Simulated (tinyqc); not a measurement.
MP2 on RHF in the sto-3g basis, frozen core, for OH-, spin multiplicity 1, step by step. The basis has no diffuse functions, so it cannot describe the extra electron: this is an exercise in the method, not the real anion. One step of it, computed by the program tinyqc.

Task: Second-order Moller-Plesset energy. E2 = sum_ijab (ia|jb) [2 (ia|jb) - (ib|ja)] / (e_i + e_j - e_a - e_b) over occupied i, j and virtual a, b; the opposite-spin part is (ia|jb)^2 / denominator, the rest is same-spin, and SCS-MP2 scales them by 6/5 and 1/3.

orbital energies (hartree): MO1 -19.549441, MO2 -0.599735, MO3 0.097133, MO4 0.156587, MO5 0.156587, MO6 0.895113

Two-electron integrals over orbitals (pq|rs), unique and non-zero (hartree); the lowest 1 orbital is frozen and left out:
```
p,q,r,s,(pq|rs)
2,2,2,2,0.758757
3,2,2,2,-0.070972
3,2,3,2,0.092655
3,3,2,2,0.508895
3,3,3,2,0.036974
3,3,3,3,0.609816
4,2,4,2,0.164722
4,3,4,2,-0.032168
4,3,4,3,0.020964
4,4,2,2,0.783816
4,4,3,2,-0.084398
4,4,3,3,0.490455
4,4,4,4,0.880159
5,2,5,2,0.164722
5,3,5,2,-0.032168
5,3,5,3,0.020964
5,4,5,4,0.047444
5,5,2,2,0.783816
5,5,3,2,-0.084398
5,5,3,3,0.490455
5,5,4,4,0.785270
5,5,5,5,0.880159
6,2,2,2,0.055019
6,2,3,2,0.064044
6,2,3,3,0.005241
6,2,4,4,0.061163
6,2,5,5,0.061163
6,2,6,2,0.117521
6,3,2,2,0.180662
6,3,3,2,-0.088977
6,3,3,3,-0.048971
6,3,4,4,0.190320
6,3,5,5,0.190320
6,3,6,2,0.008267
6,3,6,3,0.187223
6,4,4,2,0.023683
6,4,4,3,0.016733
6,4,6,4,0.038144
6,5,5,2,0.023683
6,5,5,3,0.016733
6,5,6,5,0.038144
6,6,2,2,0.679501
6,6,3,2,-0.009152
6,6,3,3,0.575562
6,6,4,4,0.674330
6,6,5,5,0.674330
6,6,6,2,0.066965
6,6,6,3,0.099219
6,6,6,6,0.702163
```

Hartree-Fock energy = -74.02603424 hartree

Give: Terms; Pair energies; MP2 correlation energy; SCS-MP2 correlation energy; MP2 total energy.

Result:

Terms:
```
i,j,a,b,(ia|jb),(ib|ja),denominator,term
3,3,6,6,0.1872,0.1872,-1.5960,-0.0220
2,2,6,6,0.1175,0.1175,-2.9897,-0.0046
5,5,6,6,0.0381,0.0381,-1.4771,-0.0010
4,4,6,6,0.0381,0.0381,-1.4771,-0.0010
3,2,6,6,0.0083,0.0083,-2.2928,-2.98e-05
2,3,6,6,0.0083,0.0083,-2.2928,-2.98e-05
```

Pair energies (hartree; pair i-j sums ij and ji):
```
pair,opposite spin,same spin
2-2,-0.0046,0.0000
3-2,-5.96e-05,0.0000
3-3,-0.0220,0.0000
4-4,-0.0010,0.0000
5-5,-0.0010,0.0000
```

MP2 correlation energy = -0.028613 hartree

SCS-MP2 correlation energy = -0.034335 hartree

MP2 total energy = -74.054647 hartree
